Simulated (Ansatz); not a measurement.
`BF` + H₂ → BH₃ + H–F at 600 K and 1 bar (hydrogenolysis of a B–F bond).

Program: Ansatz. Geometries: PBE0-D4/def2-TZVP. ΔE: electronic, gas phase. CCSD(T)/CBS is extrapolated from def2-TZVPP and def2-QZVPP, frozen cores.

```csv
species,CCSD(T)/CBS energy (Eh),H − E (kJ/mol),S (J/(mol·K))
`BF`,-125.81724,83.0,253.5
H₂,-1.17463,43.9,150.8
BH₃,-26.54905,91.5,217.3
H–F,-100.39431,42.3,194.0
```

H − E and S are ideal-gas, rigid-rotor, harmonic terms from PBE0-D4/def2-TZVP. 1 Eh = 2625.50 kJ/mol, R = 8.31446 J/(mol·K).

Task: By hand: ΔE, ΔH, ΔS and ΔG.

Result: ΔE = (-26.54905) + (-100.39431) − (-125.81724) − (-1.17463) = 0.04851 Eh = 127.4 kJ/mol. Δ(H − E) = 91.5 + 42.3 − 83.0 − 43.9 = 6.9, so ΔH = 134.3 kJ/mol. ΔS = 217.3 + 194.0 − 253.5 − 150.8 = 7.0 J/(mol·K). ΔG = 134.3 − 600 × (7.0)/1000 = 130.1 kJ/mol.

Task: By hand: the equilibrium constant, and the temperature at which ΔG would vanish if ΔH and ΔS stayed fixed.

Result: log₁₀ K = −ΔG/(RT ln 10) = -11.3. ΔG = 0 at ΔH/ΔS = 19186 K, far beyond where these terms or the molecules hold.

The number of gas molecules stays the same, so ΔS is small and ΔH decides. A doubt of 5 kJ/mol in ΔE shifts log₁₀ K by 0.4 here. These are equilibria of isolated gas molecules and say nothing of rates. Largest T1 diagnostic: 0.013 (customary marks: 0.02 for closed shells, 0.045 for open ones).
